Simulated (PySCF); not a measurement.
Boron: a sound run and one with changed settings

Sound run: B [He] 2s2 2p1, B⁺ [He] 2s2. All numbers are calculated (PySCF 2.14, the spin-free X2C one-electron Hamiltonian (Gaussian nucleus), in x2c-SVPall (3s2p1d, 14 functions)). The sound run starts from symmetry-adapted Hartree-Fock orbitals and uses a fine grid where one is needed.

Changed run: 14 angular points. This setting is unsound on purpose.

```tsv
species	method	sound run (hartree)	changed run (hartree)	converged
B	UHF	-24.50721	-24.50721	yes
B	r2SCAN	-24.61381	-24.61410	yes
B	MN15	-24.59937	-24.59763	yes
B⁺	UHF	-24.20870	-24.20870	yes
B⁺	r2SCAN	-24.28882	-24.28882	yes
B⁺	MN15	-24.29651	-24.29651	yes
```

Ionisation energy of B:

```json
{"method": "UHF", "sound run (eV)": "8.123", "changed run (eV)": "8.123"}
{"method": "r2SCAN", "sound run (eV)": "8.843", "changed run (eV)": "8.851"}
{"method": "MN15", "sound run (eV)": "8.241", "changed run (eV)": "8.194"}
```

A coarse angular grid integrates products of high-l functions wrongly, so density functionals can shift, and the SCF can exploit the error; Hartree-Fock and MP2 need no grid.

For comparison, NIST gives 8.298 eV between the lowest levels.
